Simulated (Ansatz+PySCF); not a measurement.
The numbers below are computed, except where a source is named.
A run of PySCF 2.14.0 on doublet C3H5 at this shape:

```csv
atom,x (Å),y (Å),z (Å)
H,0.0000,-1.2406,-1.2962
C,0.0000,-0.1582,-1.2275
C,0.0000,0.4791,0.0000
C,0.0000,-0.1582,1.2275
H,0.0000,0.4006,2.1546
H,0.0000,0.4006,-2.1546
H,0.0000,1.5173,0.0000
H,0.0000,-1.2406,1.2962
```

Its results:

```
Converged                       : yes
Reference energy                : -116.51041 hartree
Correlation energy              : -0.45623 hartree
Total energy                    : -116.96664 hartree
Spin squared of the determinant : 0.954
```

(1) Which input gives this output? Name the method, the orbitals and the basis set, and write the input.

Answers

(1) UHF-MP2 in cc-pVTZ.

```python
from pyscf import gto, scf, mp

mol = gto.M(atom="""
H 0.000000 -1.240610 -1.296250
C 0.000000 -0.158160 -1.227470
C 0.000000 0.479070 0.000000
C 0.000000 -0.158160 1.227470
H 0.000000 0.400570 2.154570
H 0.000000 0.400570 -2.154570
H 0.000000 1.517340 0.000000
H 0.000000 -1.240610 1.296250
""", basis='cc-pvtz', charge=0, spin=1)
mf = scf.UHF(mol)
mf.kernel()
pt = mp.MP2(mf, frozen=3).run()
print(mf.e_tot, pt.e_corr, pt.e_tot)
```

Caution: the unrestricted determinant is spin contaminated.
